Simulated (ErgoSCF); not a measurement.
# SiH3Cl (chlorosilane) at 4 levels

We compute a comparison of 4 runs (HF/def2-SVP, PBE0/3-21G, B3LYP/6-31G*, PBE0/def2-SVP) of SiH3Cl (chlorosilane). 

The results are computed with ErgoSCF 3.8.

### Step 1. The structure to begin with

SiH3Cl: 5 atoms, total charge 0, spin state singlet. SMILES: `[SiH3]Cl`. Geometry: relaxed at PBE0-D4/def2-TZVP.

Bond lengths: Si1–Cl2 2.054 Å, Si1–H3 1.481 Å, Si1–H4 1.481 Å, Si1–H5 1.481 Å. Angles: Cl2–Si1–H3 108.5°, Cl2–Si1–H4 108.5°, Cl2–Si1–H5 108.5°, H3–Si1–H4 110.4°, H3–Si1–H5 110.4°, H4–Si1–H5 110.4°.

### Step 2. The energy at HF/def2-SVP (run 1)

The input, ergo.in:

```
# HF on ClH3Si
set_nthreads(1)
molecule_inline Angstrom
Si    -0.112000     0.018600    -0.030900
Cl     1.838300    -0.513500     0.329900
H     -0.950900    -0.488300     1.079100
H     -0.534700    -0.585700    -1.314900
H     -0.190800     1.495400    -0.104700
EOF
scf.max_number_of_iterations = 120
basis = "def2-SVP"
scf.use_diagonalization = 1
tmpdir = "."
scf.output_mulliken_pop = 1
run "HF"
```

The basis set def2-SVP is read from a file made from the Basis Set Exchange's data (not shown).

Run with:

```console
$ ergo ergo.in
```

The log of the run:

```text
[...]
INSC SCF_general constructor, number of basis functions: 51
[...]
INSC Energy   1 =       -377.15332388688
[...]
INDE E_LUMO =          0.14222700315
[...]
INSC Energy  15 =       -749.98300089136  ( diff     -0.000000000000227 )
[...]
RESC CONVERGED after  15 iterations.
RESC FINAL ENERGY:       -749.98300089136
[...]
INSC SCF: dipole_moment_x [atomic units] =      -0.58589730
INSC SCF: dipole_moment_y [atomic units] =       0.15990328
INSC SCF: dipole_moment_z [atomic units] =      -0.10848220
[...]
```

It took 6.3 s on 1 thread of Arm Neoverse V1, shared host; peak memory 0.26 GiB.

### Step 3. A single-point energy at PBE0/3-21G (run 2)

The input, input.ego:

```
set_nthreads(1)
molecule_inline
Si    -0.21164933     0.03514891    -0.05839254
Cl     3.47388353    -0.97037436     0.62342065
H     -1.79694057    -0.92275327     2.03920346
H     -1.01043656    -1.10681259    -2.48480088
H     -0.36055974     2.82589645    -0.19785433
EOF
basis = "3-21G"
XC.angint = 41
tmpdir = "."
scf.output_mulliken_pop = 1
XC.radint = 1e-11
scf.max_number_of_iterations = 120
scf.use_diagonalization = 1
spin_polarization = 0
XC.sparse_mode = 0
run "PBE0"
```

The basis set 3-21G is read from a file made from the Basis Set Exchange's data (not shown).

Run with:

```console
$ ergo < input.ego
```

The log of the run:

```text
[...]
INDF Weighted mixed functional:
[...]
INSC Energy   1 =       -532.56956041985
[...]
INDE E_LUMO =         -0.00767746134
[...]
INSC Energy  14 =       -747.46932689803  ( diff     -0.000000000059913 )
[...]
RESC CONVERGED after  14 iterations.
RESC FINAL ENERGY:       -747.46932689803
[...]
INSC SCF: dipole_moment_x [atomic units] =      -0.89868416
INSC SCF: dipole_moment_y [atomic units] =       0.24522989
INSC SCF: dipole_moment_z [atomic units] =      -0.16633047
[...]
```

Run time: 3.3 s. Hardware: 1 thread of Arm Neoverse V1, shared host; peak memory 0.26 GiB.

Run 3 isn't shown in full; the table further down has it.

### Step 4. A single-point energy at PBE0/def2-SVP (run 4)

The input, run.inp:

```
set_nthreads(1)
molecule_inline
Si -0.21164933 0.03514891 -0.05839254
Cl 3.47388353 -0.97037436 0.62342065
H  -1.79694057 -0.92275327 2.03920346
H  -1.01043656 -1.10681259 -2.48480088
H  -0.36055974 2.82589645 -0.19785433
EOF
scf.use_diagonalization = 1
XC.sparse_mode = 0
scf.output_mulliken_pop = 1
scf.max_number_of_iterations = 120
tmpdir = "."
XC.angint = 41
basis = "def2-SVP"
XC.radint = 1e-11
run "PBE0"
```

The basis set def2-SVP is read from a file made from the Basis Set Exchange's data (not shown).

Run with:

```console
$ ergo run.inp
```

The log of the run:

```text
[...]
INDF Weighted mixed functional:
[...]
INSC Energy   1 =       -384.78417578312
[...]
INDE E_LUMO =          0.01161780773
[...]
INSC Energy  15 =       -751.01357530532  ( diff      0.000000000001478 )
[...]
RESC CONVERGED after  15 iterations.
RESC FINAL ENERGY:       -751.01357530532
[...]
INSC SCF: dipole_moment_x [atomic units] =      -0.51161363
INSC SCF: dipole_moment_y [atomic units] =       0.13962566
INSC SCF: dipole_moment_z [atomic units] =      -0.09472174
[...]
```

Run time: 8.7 s. Hardware: 1 thread of Arm Neoverse V1, shared host; peak memory 0.26 GiB.

### Step 5. All runs side by side

```tsv
run	level	integration grid	radint	energy (Eh)	dipole moment (D)	wall time
1	HF/def2-SVP	–	–	-749.983001	1.57	6.3 s
2	PBE0/3-21G	Turbo	1e-11	-747.469327	2.41	3.3 s
3	B3LYP/6-31G* (spherical functions)	Turbo	1e-11	-751.525863	1.68	9.3 s
4	PBE0/def2-SVP	Turbo	1e-11	-751.013575	1.37	8.7 s
```

### Step 6. Summary of results

| quantity | value |
| --- | --- |
| run 4: total energy | -751.01358 Eh |
| run 4: dipole moment | 1.37 D |

The dipole moment (its size) runs from 1.37 D (PBE0/def2-SVP) to 2.41 D (PBE0/3-21G). Totals of different functionals can't be ranked against each other. All runs together took 28 s, the longest 9.3 s.
